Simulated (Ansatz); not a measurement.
# NHCl (quartet): wave-function methods side by side at distance Cl1–H2 along a hydrogen transfer = 1.189 Å, 6-31G

How much of the correlation energy of NHCl (quartet) does each wave-function method recover here?

Program: Ansatz 0.2.0, Gaussian basis. Level of theory: 6-31G, core rule «outside noble gas», up to 6 orbitals frozen. These are calculated values, not measurements.

To be run: UHF; CCSD(T) on ROHF; CCSD(T) on UHF; BCCD(T) on ROHF; CISD; CCSDT(Q) on ROHF; CCSDT(Q) on UHF; CCSDTQ on ROHF; CCSDTQ on UHF; CASSCF and MRCISD+Q, 5 electrons in 5 orbitals; CASSCF and NEVPT2, 5 electrons in 5 orbitals; CASSCF and MRCISD+Q, 13 electrons in 9 orbitals; CASSCF and NEVPT2, 13 electrons in 9 orbitals; Full CI.

**1. What is computed**

The geometry derives from fragments relaxed apart (PBE0/def2-TZVP) and kept rigid, so it is no stationary point. A hydrogen atom is moved between rigid fragments.

3 atoms, charge 0, spin multiplicity 4.

Atoms are counted from 1 here; the program's logs count them from 0.

Bond lengths: Cl1–H2 1.189 Å.

**2. UHF**

Input file in.yaml:

```yaml
crystal:
  periodic: [false, false, false]
  atoms:
    - {symbol: Cl, position_ang: [0.000000, 0.000000, -1.384333]}
    - {symbol: H, position_ang: [0.000000, 0.000000, -0.195333]}
    - {symbol: N, position_ang: [0.000000, 0.000000, 1.579667]}
basis:
  gaussian: {orbitals: 6-31G}
magnetization: {spin_polarized: true, initial_magnetization: 3}
hamiltonian: {xc: hf}
output: {orbitals: {seedname: orbitals}}
```

Command:

```sh
$ ansatz run in.yaml --threads 1 --pin off --events-out ev --progress --plain --max-ram 2816MiB --backend cpu
```

After this run come: CCSD(T) on ROHF; CCSD(T) on UHF; BCCD(T) on ROHF; CISD; CCSDT(Q) on ROHF; CCSDT(Q) on UHF; CCSDTQ on ROHF; CCSDTQ on UHF; CASSCF and MRCISD+Q, 5 electrons in 5 orbitals; CASSCF and NEVPT2, 5 electrons in 5 orbitals; CASSCF and MRCISD+Q, 13 electrons in 9 orbitals; CASSCF and NEVPT2, 13 electrons in 9 orbitals; Full CI.

**Question.** What will the summary of the whole plan be? Wanted: FCI below the RHF energy; RMP2 from FCI; UMP2 from FCI; RCCSD from FCI; RCCSD(T) from FCI; UCCSD(T) from FCI; RCCSDT(Q) from FCI; UCCSDT(Q) from FCI; NEVPT2 pair from FCI.

**Answer**, as computed:

| quantity | value |
| --- | --- |
| FCI below the RHF energy | -2.5830 eV |
| RMP2 from FCI | +503.3 meV |
| UMP2 from FCI | +473.5 meV |
| RCCSD from FCI | +25.9 meV |
| RCCSD(T) from FCI | +4.9 meV |
| UCCSD(T) from FCI | +3.2 meV |
| RCCSDT(Q) from FCI | -0.2 meV |
| UCCSDT(Q) from FCI | -2.1 meV |
| NEVPT2 pair from FCI | +473.4 meV |
| MRCISD+Q pair from FCI | +16.9 meV |
| NEVPT2 valence from FCI | +607.2 meV |
| levels within 1 kcal/mol (43 meV) | RCCSD, UCCSD, RCCSD(T), UCCSD(T), BCCD(T), RCCSDT, UCCSDT, RCCSDT(Q), UCCSDT(Q), RCCSDTQ, UCCSDTQ, MRCISD+Q pair, MRCISD+Q valence |
| T1 diagnostic | 0.012 |
| effectively unpaired electrons | 3.01 |

What this shows: RCCSD(T) misses by +4.9 meV, 0.2 % of the correlation energy. UCCSDT(Q), UCCSDTQ fall below full CI: unrestricted runs freeze a spin-polarised core, another one than full CI's, and coupled cluster isn't variational. One determinant dominates. Of the multireference levels listed MRCISD+Q pair comes nearest in total energy (+16.9 meV), which doesn't show that its space is the better one. These misses are within one basis, not against nature; the frozen cores of restricted and unrestricted runs differ, which can shift their rows.
